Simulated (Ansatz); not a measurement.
Geometry optimisation, RKS B3LYP/cc-pVDZ (Ansatz).

The input (input.yaml):

```yaml
crystal:
  periodic: [false, false, false]
  atoms:
    - { symbol: Al, position_ang: [-0.942388, -0.661569, 0.276541] }
    - { symbol: H, position_ang: [1.460096, 0.198519, 1.334305] }
    - { symbol: C, position_ang: [2.142334, 0.065941, 0.473773] }
    - { symbol: H, position_ang: [2.2595, -1.007121, 0.256789] }
    - { symbol: H, position_ang: [1.719908, 0.572292, -0.403706] }
    - { symbol: H, position_ang: [3.121745, 0.487491, 0.74323] }
    - { symbol: F, position_ang: [-0.701296, 0.344347, -1.090333] }
basis:
  gaussian: { orbitals: cc-pVDZ }
hamiltonian:
  xc: b3lyp
relax:
  f_tol: 0.03
  max_steps: 50
```

Launched with:

```bash
$ ansatz run input.yaml --threads 1 --pin off --max-ram 2048MiB --backend cpu --events-out ev --progress --plain --runs-dir out
```

Q: Where does it end, and by what steps?

A: It converged. The force dipped under the threshold on the way, but the program's further checks kept it going. After 29 steps the energy has fallen by 0.106 eV; Al1 moved furthest, 2.04 Å.

| step | energy less start (eV) | largest force component (eV/Å) | accepted |
| --- | --- | --- | --- |
| 0 | 0.0000 | 0.217 | yes |
| 2 | -0.0523 | 0.252 | yes |
| 4 | -0.0695 | 0.073 | yes |
| 6 | -0.0737 | 0.103 | yes |
| 8 | -0.0797 | 0.204 | yes |
| 10 | -0.0900 | 0.154 | yes |
| 12 | -0.0976 | 0.037 | yes |
| 14 | -0.0958 | 0.470 | no |
| 16 | -0.1008 | 0.194 | yes |
| 18 | -0.1033 | 0.011 | yes |
| 20 | -0.1041 | 0.078 | yes |
| 22 | -0.1046 | 0.003 | yes |
| 24 | -0.1047 | 0.169 | no |
| 26 | -0.1053 | 0.049 | yes |
| 28 | -0.1055 | 0.043 | yes |
| 29 | -0.1056 | 0.013 | yes |

```xyz
7
Properties=species:S:1:pos:R:3
Al -2.498 -0.259 -0.982
H 2.483 0.269 1.702
C 2.479 0.070 0.619
H 2.983 -0.889 0.425
H 1.443 0.026 0.253
H 3.022 0.876 0.102
F -0.853 -0.094 -0.529
```

Whether the end is a true minimum wasn't checked by a vibrational analysis.

Time of the run: 51 s on 1 thread of Arm Neoverse V2, on a shared host, peak memory 0.13 GiB.
